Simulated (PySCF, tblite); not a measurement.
**A complex of CH5O(+) and water**

A gas-phase complex of CH5O(+) and water; charge +1, singlet. The structure comes from a short search (6 tight-binding starts) and was relaxed by PBE0-D3(BJ)/def2-SVPD; another way of binding may lie lower. No frequency run checks that it is a minimum.

```tsv
part	name	SMILES	atoms	charge	multiplicity
1	CH5O(+)	C[OH2+]	1–7	+1	1
2	water	O	8–10	0	1
```

Coordinates in Å:
```
C1     -0.468   -0.133    0.140
O2      0.968   -0.322    0.305
H3     -0.763   -0.660   -0.773
H4     -0.998   -0.515    1.019
H5     -0.616    0.944    0.022
H6      1.244   -1.246    0.393
H7      1.488    0.353    0.961
O8      2.157    1.262    1.711
H9      2.820    1.864    1.352
H10     2.120    1.359    2.669
```

Contacts between parts, classed by geometry: H7···O8 1.355 Å (hydrogen bond, 176°).

Deforming the relaxed parts to their shape here costs 5.8 kcal/mol, which the interaction energies leave out.

Interaction energies are complex less parts, with the parts frozen as they stand in it; counterpoise-corrected, in kcal/mol (PySCF).

(1) Give the interaction energy at each level run.

(2) What holds them together? Decompose the wB97M-D3(BJ)/def2-TZVPD energy: frozen parts, their antisymmetrised product, then relaxation.

The parts were also relaxed and run alone, at the levels used for the complex: shieldings by PBE0/pcSseg-2; core levels by delta-SCF with SCAN, pcX-2 on the ionised atom and pcseg-1 elsewhere, spin-free X2C.

Values alone: O2–H7 bond (Å): 0.975; shielding of H7 (ppm): 25.62; shielding of O8 (ppm): 328.9; shielding of O2 (ppm): 309.4; C1 1s core level (eV): 300.07; O2 1s core level (eV): 550.06; O8 1s core level (eV): 539.76.

(3) How do these values change when the complex forms?

Results:

(1) 
```
                  level  interaction  superposition error removed
wB97M-D3(BJ)/def2-TZVPD       -33.70                        -0.15
 PBE0-D3(BJ)/def2-TZVPD       -35.52                        -0.16
```

(2) electrostatic -35.9, Pauli repulsion +38.7, orbital relaxation -35.6, dispersion correction -1.1 kcal/mol, which sum to the value before the counterpoise correction; the Pauli term holds the exchange-correlation of the frozen density too. Of the attraction, 49 % is electrostatic, 49 % is orbital relaxation, 2 % is dispersion correction.

(3) 
```
             property   alone  in the complex  change
       O2–H7 bond (Å)   0.975           1.075  +0.100
shielding of H7 (ppm)   25.62           13.73  -11.89
shielding of O8 (ppm)   328.9           306.8   -22.0
shielding of O2 (ppm)   309.4           300.0    -9.4
C1 1s core level (eV)  300.07          298.55   -1.52
O2 1s core level (eV)  550.06          547.30   -2.76
O8 1s core level (eV)  539.76          546.33   +6.57
```

Density functionals tend to overstate the lengthening and the red shift of so strongly bound an X–H bond.
